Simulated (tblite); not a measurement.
# F2H2S2: the cost of one run

Programs: tblite 0.8.0 and PySCF 2.14.0. All values are calculated, for the isolated system unless a continuum is named. Atoms count from 0, parts from 1.

## 1. The system as given

6 atoms, charge 0, multiplicity 1; geometry: rigid parts in contact. Parts: 1 = atoms 0–2, `FSF`, charge 0; 2 = atoms 3–5, `S`, charge 0.

## 2. Bringing the parts together with GFN2-xTB

Job settings and geometry (Å):

```
{"job": {"kind": "dock", "xc": "GFN2-xTB", "basis": "xTB"}, "charge": 0, "multiplicity": 1, "parts": [{"atoms": "0-2", "charge": 0, "multiplicity": 1}, {"atoms": "3-5", "charge": 0, "multiplicity": 1}]}
F      1.226101    -0.360538     0.003670
S      0.000616     0.718425    -0.010323
F     -1.226716    -0.357887     0.006654
S      2.203014     2.571330     0.887797
H      3.482725     2.798376     1.154745
H      2.282423     1.313769     1.302794
```

With the program's defaults for keys left out, this is: GFN2-xTB search for minima from random contacts, gas phase.

Command:

```
$ OMP_NUM_THREADS=1 python cluster_run.py task.json out
```

This one command runs all jobs of the session in turn.

Q: Estimate the wall time of this first job on 1 thread of Intel Xeon Platinum 8259CL at 2.50GHz, shared host.

About 7.7 s.
